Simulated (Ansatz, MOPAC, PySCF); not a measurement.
Species: C3H10N, charge 1, multiplicity 1. SMILES: C[NH+](C)C
Geometry: optimised at B3LYP-D3(BJ)/def2-TZVP (Ansatz, a quantum-chemistry and plane-wave program).

Unscaled harmonic wavenumbers (cm⁻¹) in rising order, each level at the stationary point that it reaches from this structure (no distance between atoms moves by over 0.3 Å); the order of modes can differ between levels, and a negative number is imaginary. B3LYP-D3(BJ)/def2-TZVP (PySCF, at the structure above): 188, 256, 256, 394, 394, 454, 798, 965, 965, 1056, 1056, 1077, 1251, 1251, 1281, 1427, 1427, 1454, 1454, 1478, 1493, 1493, 1493, 1509, 1509, 1520, 3077, 3077, 3081, 3170, 3170, 3170, 3173, 3174, 3174, 3427.

PM7 (MOPAC): 137, 184, 184, 405, 405, 497, 939, 1013, 1013, 1067, 1083, 1083, 1238, 1238, 1238, 1251, 1251, 1251, 1271, 1271, 1277, 1376, 1380, 1380, 1455, 1455, 2610, 2613, 2614, 2614, 2620, 2620, 2659, 2736, 2736, 2746. Zero-point energy 75.6 against 85.2 kcal/mol; where all levels lie over 400 cm⁻¹, the wavenumbers are on average 0.924 times those of B3LYP-D3(BJ)/def2-TZVP.

B3LYP/6-31G* (Ansatz): 189, 257, 257, 394, 394, 457, 796, 964, 964, 1060, 1060, 1080, 1255, 1256, 1285, 1442, 1442, 1463, 1463, 1497, 1504, 1513, 1513, 1529, 1529, 1541, 3100, 3100, 3105, 3199, 3200, 3200, 3202, 3202, 3202, 3431. Zero-point energy 85.8 against 85.2 kcal/mol; where all levels lie over 400 cm⁻¹, the wavenumbers are on average 1.007 times those of B3LYP-D3(BJ)/def2-TZVP.
